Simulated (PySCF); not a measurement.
**SiH4**

The system: SiH4, a small molecule; neutral, singlet. The structure was relaxed in the gas phase by PBE0-D3(BJ)/def2-SVP. No frequency run checks that it is a minimum.

SMILES: [SiH4]

```
atom   x (Å)   y (Å)   z (Å)
 Si1   0.009  -0.003   0.003
  H2  -0.283  -0.952  -1.113
  H3  -0.741   1.270  -0.214
  H4   1.474   0.283   0.039
  H5  -0.408  -0.616   1.298
```

Shieldings: GIAO PBE0/pcSseg-2. Shifts are against computed references at the same level: H TMS (σ 31.24 ppm), Si TMS (σ 341.3 ppm). Core levels by delta-SCF with SCAN, pcX-2 on the ionised atom and pcseg-1 elsewhere, spin-free X2C (2p3/2 is the spin-free 2p value less a third of a first-order spin-orbit splitting); from the vacuum level, for chosen atoms.

**Question.** Give the shieldings and core levels atom by atom.

**Answer.** 
```json
{"atoms": "Si1", "bonded to": "4 H", "σ (ppm)": "447.1", "δ (ppm)": "-105.8", "core level (eV)": "2p3/2 107.17"}
{"atoms": "H2 H3 H4 H5", "bonded to": "1 Si", "σ (ppm)": "27.67", "δ (ppm)": "3.57", "core level (eV)": "-"}
```

Values are those of this one static structure; atoms that internal rotation interchanges would show their mean in an NMR spectrum.

**Question.** By CAM-B3LYP/def2-SVPD (TDDFT singlets, Tamm-Dancoff triplets, ionisation by delta-SCF), where does absorption start, and what does vertical ionisation take?

**Answer.** The lowest singlet lies at 9.26 eV (f 0.001), the strongest of the first 6 at 9.28 eV (f 0.149), the lowest triplet at 8.49 eV; vertical ionisation takes 12.66 eV.
